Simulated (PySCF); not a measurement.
# How far are cheaper levels from CCSD(T)/CBS for ClF?

PySCF; the state is a singlet (closed shell). The composite is CCSD(T) extrapolated to the basis-set limit from two correlation-consistent sets, with core-valence (CV) and scalar-relativistic (SR) terms as its label shows; it has no spin–orbit coupling and nothing beyond (T). Here it is CCSD(T)/CBS(TQ)+CV+SR. It gives Re = 1.628 Å, ωe = 792 cm⁻¹ and De = 2.69 eV to Cl + F.

| level | basis | relativity | Re (Å) | ωe (cm⁻¹) | De (eV) |
| --- | --- | --- | --- | --- | --- |
| RHF | def2-TZVPPD | no relativity | 1.583 | 920 | 0.39 |
| RHF-SCS-MP2 | 3-21G | no relativity | 1.765 | 691 | 1.42 |
| RHF-CCSD | 3-21G | no relativity | 1.775 | 654 | 1.36 |
| RHF-CCSD(T) | def2-TZVPPD | no relativity | 1.639 | 773 | 2.50 |
| PBE | cc-pV(T+d)Z/cc-pVTZ | no relativity | 1.650 | 764 | 3.12 |
| revPBE | 3-21G | no relativity | 1.776 | 697 | 2.37 |
| r²SCAN | cc-pV(T+d)Z/cc-pVTZ | no relativity | 1.635 | 793 | 2.67 |
| r²SCANh | STO-3G | no relativity | 1.735 | 889 | 2.51 |
| MN15 | 3-21G | no relativity | 1.725 | 769 | 2.11 |
| BHandHLYP | cc-pV(T+d)Z/cc-pVTZ | no relativity | 1.608 | 853 | 2.02 |

Give the difference of each row from the composite.



```
      level                basis  ΔRe (pm)  Δωe (%)  ΔDe (eV)
        RHF          def2-TZVPPD      -4.5    +16.2     -2.30
RHF-SCS-MP2                3-21G     +13.7    -12.8     -1.27
   RHF-CCSD                3-21G     +14.7    -17.4     -1.33
RHF-CCSD(T)          def2-TZVPPD      +1.1     -2.4     -0.19
        PBE  cc-pV(T+d)Z/cc-pVTZ      +2.2     -3.5     +0.43
     revPBE                3-21G     +14.8    -12.0     -0.32
     r²SCAN  cc-pV(T+d)Z/cc-pVTZ      +0.7     +0.1     -0.02
    r²SCANh               STO-3G     +10.7    +12.2     -0.18
       MN15                3-21G      +9.7     -2.9     -0.58
  BHandHLYP  cc-pV(T+d)Z/cc-pVTZ      -2.0     +7.7     -0.67
```

Which rows come closest in De?

r²SCAN in cc-pV(T+d)Z/cc-pVTZ (-0.02 eV), counted from the composite.

Correlated steps freeze 6 core orbitals. Where the molecule has an RHF reference, its open-shell atoms are computed with UHF. 3-21G and STO-3G are very small, so such numbers show the basis as much as the molecule.
